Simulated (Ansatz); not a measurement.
## What a trial cell of P relaxes into

Level of theory: Ansatz, DFT r2SCAN, scalar-relativistic, plane waves, PAW. Cutoff 500 eV, Γ-centred k mesh, Gaussian smearing, no spin polarisation in the final step.

The start puts P on the bcc structure type (Im-3m, No. 229), at a guessed volume.

```xyz
1
Lattice="-1.9633 1.9633 1.9633 1.9633 -1.9633 1.9633 1.9633 1.9633 -1.9633" Properties=species:S:1:pos:R:3 pbc="T T T"
P     0.0000    0.0000    0.0000
```

Cell and atoms relax at zero pressure; the relaxation can't lower the symmetry of the start. After a coarse first stage the cell is made exact in the group found at 0.06 Å.

Energies count from the standard state of P at the same level.

**Question.** What does it relax into?

**Answer.** It keeps Im-3m (No. 229). The result has the bcc structure. Conventional cell: a = 3.062 Å. P is coordinated by 8 P at 2.65 Å and 6 P at 3.06 Å.

```
P
1.0
    -1.53080    1.53080    1.53080
     1.53080   -1.53080    1.53080
     1.53080    1.53080   -1.53080
P
1
Direct
  0.00000 0.00000 0.00000
```

**Question.** What are its volume, energy, density and gap?

**Answer.** The volume per atom is 14.35 Å³ and the density is 3.58 g/cm³. The energy over the standard structure is 0.91 eV/atom and the gap on the 26×26×26 mesh is 0 eV (a metal).

The final run used a 26×26×26 mesh on its 1-atom cell and 0.10 eV smearing. The k mesh leaves about 4 meV/atom of noise in metals. Symmetry constrained the relaxation, so the result can be a saddle point.